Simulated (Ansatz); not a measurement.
## HMg (charge +1): a ladder of basis sets, step by step

Program: Ansatz's Python interface.

Contents of `hmg.xyz`:
```text
2

Mg    0.00000    0.00000    0.00000
H     0.00000    0.00000    1.77500
```

The cells in order, each with its output:

**Cell 1**
```python
import warnings

import ansatz as az
```

**Cell 2**
```python
warnings.simplefilter('ignore', az.DeckWarning)
```

**Cell 3**
```python
geometry = az.Crystal.molecule_from_extxyz('hmg.xyz')
```

**Cell 4**
```python
calculation = (
    geometry.calculation()
    .functional('PBE0')
    .charge(1)
    .accuracy('medium')
)
```

**Cell 5**
```python
energies = {}
for basis in ['cc-pVDZ', 'cc-pVTZ', 'cc-pVQZ']:
    data = calculation.basis(gaussian=basis).run(threads=1, backend='cpu').report
    size = data['n_frozen'] + data['n_occupied'][0] + data['n_virtual'][0]
    energies[basis] = (data['reference_energy_ev'] / 27.211386246, data['free_energy_ev'] / 27.211386246)
    print(f'{basis:14s} {size:4d} orbitals  reference {energies[basis][0]:14.6f} Ha  total {energies[basis][1]:14.6f} Ha')
```
Output:
```text
cc-pVDZ          23 orbitals  reference    -200.250277 Ha  total    -200.250277 Ha
cc-pVTZ          48 orbitals  reference    -200.258554 Ha  total    -200.258554 Ha
cc-pVQZ          89 orbitals  reference    -200.260308 Ha  total    -200.260308 Ha
```

**Cell 6**
```python
last = energies['cc-pVQZ'][1]
for basis, (_, total) in energies.items():
    print(f'{basis:14s} lies {27.211386 * (total - last):9.4f} eV above cc-pVQZ')
```
Output:
```text
cc-pVDZ        lies    0.2730 eV above cc-pVQZ
cc-pVTZ        lies    0.0477 eV above cc-pVQZ
cc-pVQZ        lies    0.0000 eV above cc-pVQZ
```

Against cc-pVDZ: cc-pVTZ -8.3 mHa and cc-pVQZ -10.0 mHa. The last step alone is -1.75 mHa.

Notes:
- These settings explore the input space; basis and method may be short of convergence.
- The geometry is a force-field or estimated start, not a minimum of this method, and the last set is no limit. Much of the fall in a total is atomic energy, which cancels in bond and reaction energies.
- Timing: 3.1 s on 1 thread of Arm Neoverse N1 (shared host), peak memory 0.16 GiB.
